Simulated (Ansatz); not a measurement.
Basis-set extrapolation for tetrafluoromethane (PBE0-D4/def2-TZVP geometry, frozen core, the Gaussian-basis code of Ansatz). Multiplicity 1, RHF reference.

```
                      def2-TZVPP   def2-QZVPP
                 HF  -435.839957  -435.858787
    MP2 correlation    -1.142619    -1.249767
CCSD(T) correlation    -1.179320      not run
```

Energies in hartree. Use E(X) = E(∞) + A·exp(−7.88·√X) for Hartree–Fock and E(X) = E(∞) + B·X^(−2.97) for correlation, with X = 3 and 4, and add CCSD(T) minus MP2 of the smaller set to the MP2 limit.

Problem. What is the CCSD(T) energy at the basis-set limit?

Solution. HF limit: -435.858787 + (-0.018830) × 0.13774 = -435.86138. MP2 limit: -1.249767 + (-0.107148) × 0.74074 = -1.32914. Higher-order term: -1.179320 − (-1.142619) = -0.03670. Total: -437.22722 hartree, 5.66 eV below CCSD(T)/def2-TZVPP.
